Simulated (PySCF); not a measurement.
A GIAO shielding run with PySCF (density fitting, non-relativistic, gas phase) on `InChI=1S/CHCl/c1-2/h1H`:

```
$ OMP_NUM_THREADS=1 python probes_run.py task.json out

{"job": {"kind": "nmr", "xc": "wB97X-D", "basis": "pcSseg-2", "pop": false}, "charge": 0, "multiplicity": 1}
C     -0.529028     0.193691    -0.203013
Cl     0.686090    -0.920434    -0.539231
H     -0.149591     0.688162     0.717333
```

Hardware: 1 thread of an Arm Neoverse V2, shared host.

Q: How large is the calculation?

A: 24 electrons, 93 basis functions and 287 auxiliary functions.

Q: How long does it take, and how much memory does it need?

A: 1.9 s of wall time, with 14 SCF cycles and 7 response iterations; peak memory 0.34 GiB. Times on a shared host scatter by some tens of per cent.

Q: And these other runs on the same molecule and hardware: GIAO shielding at B97-2/pcSseg-2; GIAO shielding at KT3/pcSseg-2; GIAO shielding at PBE0/pcSseg-2?

A: B97-2/pcSseg-2: 93 functions, 1.4 s; KT3/pcSseg-2: 93 functions, 2 s; PBE0/pcSseg-2: 93 functions, 2.8 s.
